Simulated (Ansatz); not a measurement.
Barrier height from H + HO to the transition structure H2O, without zero-point energy, on the benchmark's geometries as Psi4's copy of the set gives them.
Transition structure (charge 0, multiplicity 3, Z-matrix in Å and degrees):
```
O
H 1 1.1893
H 2 0.9116 1 180.00
```

Open shells are unrestricted; no spin–orbit coupling.

Frozen-core correlation.

The values were computed with Ansatz (an electronic-structure program) with Gaussian orbitals. 

Problem. Give the barrier height at the level revPBE/def2-TZVPPD.

Solution. 0.17 eV

Problem. What is the computed barrier height (CCSDT(Q)/cc-pVDZ)?

Solution. 0.40 eV

Problem. Give the barrier height at the level SCS-MP2/aug-cc-pVDZ.

Solution. 0.71 eV
